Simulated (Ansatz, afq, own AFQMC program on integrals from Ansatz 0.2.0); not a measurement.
Two steps: Ansatz 0.2.0 writes the Fock matrix and Cholesky factors of the valence space, and afq projects on them the lowest state that overlaps trial and start.

```yaml
crystal:
  periodic: [false, false, false]
  atoms:
    - {symbol: Ge, position_ang: [-0.013018, 0.009446, -0.008051]}
    - {symbol: H, position_ang: [-1.233916, -0.045870, 0.932202]}
    - {symbol: H, position_ang: [-0.310388, -0.694669, -1.347284]}
    - {symbol: H, position_ang: [0.448692, 1.463133, -0.234737]}
basis:
  gaussian: {orbitals: def2-TZVP}
magnetization: {spin_polarized: true, initial_magnetization: 1}
correlation: {method: ccsd_t, electrons: outside_noble_gas, hamiltonian_folder: ham}
```

```sh
$ ansatz run in.yaml --threads 1 --pin off --events-out ev --progress --plain --max-ram 16896MiB --backend cuda --devices 0, --max-vram 18GiB
```

afq runs on the folder ham with

```
--method phaseless --trial hf --walkers 4000 --populations 20 --least-time 40 --time-step 0.005 --steps-per-block 20 --equilibration-blocks 112 --max-blocks 4000 --target-error 0.0008 --factor-cut 1e-05 --start spin_pure --seed 9017 --taylor-order 6
```

Times are imaginary, in 1/Eh. The walk had a cap of 65 s. With eight or more populations the least sampling time is a fifth of least-time, and the error comes from their spread. Filled inner d shells are frozen with the cores.

Log:

```
orbitals 52  electrons 4 3  factors 412 of 475
reference energy -2077.06827503 Eh
CCSD correlation -0.13026883 Eh in 10 cycles, weight of the determinant in the CISD state 0.9255
energy of the start -2077.068318 Eh
 block  time / (1/Eh)  mean weight  energy / Eh
     1     0.100  1.0005  -2077.093550
     2     0.200  1.0007  -2077.112479
     3     0.300  1.0009  -2077.127547
     4     0.400  1.0006  -2077.139015
     5     0.500  1.0006  -2077.147936
     7     0.700  1.0005  -2077.162748
     9     0.900  1.0005  -2077.173031
    13     1.300  1.0001  -2077.185012
    21     2.100  1.0002  -2077.194372
    29     2.900  1.0000  -2077.198330
    37     3.700  0.9999  -2077.202180
    45     4.500  0.9999  -2077.204262
    53     5.300  0.9999  -2077.201581
    61     6.100  0.9998  -2077.201648
    69     6.900  1.0002  -2077.201145
    77     7.700  1.0001  -2077.203580
    85     8.500  1.0001  -2077.202080
    93     9.300  0.9998  -2077.203225
   101    10.100  1.0000  -2077.202810
   109    10.900  1.0000  -2077.204799
   117    11.700  0.9997  -2077.202944
   125    12.500  1.0001  -2077.204797
   133    13.300  1.0001  -2077.205175
   141    14.100  0.9998  -2077.203819
   149    14.900  1.0002  -2077.203994
   157    15.700  1.0000  -2077.203755
   165    16.500  0.9998  -2077.201874
   173    17.300  0.9998  -2077.203064
   181    18.100  0.9999  -2077.200964
   189    18.900  0.9999  -2077.202007
error from the spread of 20 populations
energy -2077.202951 +/- 0.000611 Eh
(rows thinned)
```

The run passed its tests (sampling time, drift between the halves within three errors, error under three times the target), which doesn't prove that it has relaxed.

Against this walk (error 16.6 meV) on the same determinant: CCSD(T) 38.1 meV higher, CCSDT(Q) 17.9 meV higher (within the noise), a separate phaseless walk with a CISD trial and standard settings 20.6 ± 16.7 meV higher (within the noise). The error is statistical and leaves out the bias of the constraint.

Cautions: constraint bias not in the error; no relativity below Rb; no spin-orbit coupling; inner d shell frozen.

The walk took 24 s on 1 × NVIDIA H100 80GB HBM3 with 2 threads of AMD EPYC 7R13 Processor (Zen 3), on a shared host (the card was shared). The log's last line is the phaseless energy.

CCSDT and higher add their correlation energy to the determinant of the CCSD(T) run, since their own runs factorise the integrals more tightly (a shift of under 2 meV).
